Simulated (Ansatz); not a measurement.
Program: Ansatz. Geometries: PBE0-D4/def2-TZVP. ΔE: electronic, gas phase. CBS: MP2 limit from def2 TZ/QZ plus the TZ coupled-cluster correction, frozen cores. This one scheme is used for every species. Functionals use def2-TZVPP. One conformer a species, not always the lowest.

Consider the formal exchange of groups at a C–C bond: `C#CCOC` + `CCC` → `CCCCOC` + `C#C`.

`C#CCOC`:

Cartesian coordinates in Å:
```
C -2.479 1.408 0.478
C -1.511 0.815 0.093
C -0.350 0.096 -0.403
O 0.555 -0.151 0.641
C 1.685 -0.845 0.188
H -3.336 1.935 0.826
H -0.678 -0.850 -0.862
H 0.130 0.688 -1.199
H 1.416 -1.823 -0.235
H 2.337 -0.999 1.048
H 2.231 -0.274 -0.576
```

`CCC`:

```xyz
11

C     0.049   -1.239   -0.338
C     0.025   -0.053    0.612
C    -0.067    1.278   -0.115
H     0.905   -1.181   -1.016
H    -0.855   -1.268   -0.954
H     0.115   -2.187    0.201
H    -0.822   -0.153    1.299
H     0.924   -0.067    1.237
H    -0.084    2.119    0.583
H    -0.975    1.332   -0.723
H     0.785    1.419   -0.786
```

`CCCCOC`:

Z-matrix (Å, degrees):
```
C
C 1 1.519
H 1 1.093 2 111.1
H 1 1.092 2 111.6 3 -120.2
H 1 1.093 2 111.1 3 119.6
C 2 1.520 1 112.7 3 -59.8
H 2 1.096 1 109.5 3 178.2
H 2 1.096 1 109.5 3 62.2
C 6 1.509 2 112.6 1 179.9
H 6 1.095 2 110.0 1 58.5
H 6 1.095 2 110.0 1 -58.6
O 9 1.404 6 109.3 2 179.9
H 9 1.103 6 110.3 2 58.8
H 9 1.103 6 110.3 2 -59.0
C 12 1.398 9 112.5 6 179.9
H 15 1.090 12 107.7 9 180.0
H 15 1.100 12 111.6 9 60.5
H 15 1.100 12 111.6 9 -60.6
```

`C#C`:

```xyz
4

C    -0.369    0.463   -0.085
C     0.369   -0.463    0.085
H    -1.026    1.287   -0.237
H     1.026   -1.287    0.237
```

CCSD(T)/CBS gives +0.2 kcal/mol.

(1) Another level gave +3.7 kcal/mol. Which?
A. r2SCAN-D4/def2-TZVPP
B. SCS-MP2/def2-TZVPP
C. RPA@PBE/def2-TZVPP
D. BLYP/def2-TZVPP

Largest T1 diagnostic among the species: 0.013.

Answers

(1) D. BLYP 3.7, r2SCAN-D4 2.1, SCS-MP2/def2-TZVPP 1.1, RPA@PBE/def2-TZVPP 0.1 kcal/mol.

In def2-TZVPP, CCSD(T) changes the Hartree–Fock value by −1.4 kcal/mol (the triples alone add −0.1 kcal/mol) and MP2 by −0.9 kcal/mol. From BLYP to BHLYP (50 % exact exchange), in def2-TZVPP and without D4, ΔE moves by −1.4 kcal/mol. The D4 term adds −0.8 kcal/mol with B3LYP and −0.5 kcal/mol with PBE0; it sums over pairs of atoms, weighted by their polarisabilities, and B3LYP, whose exchange is more repulsive, gets the larger term.

B3LYP here is the variant with VWN-RPA as its local correlation; programs differ in this.
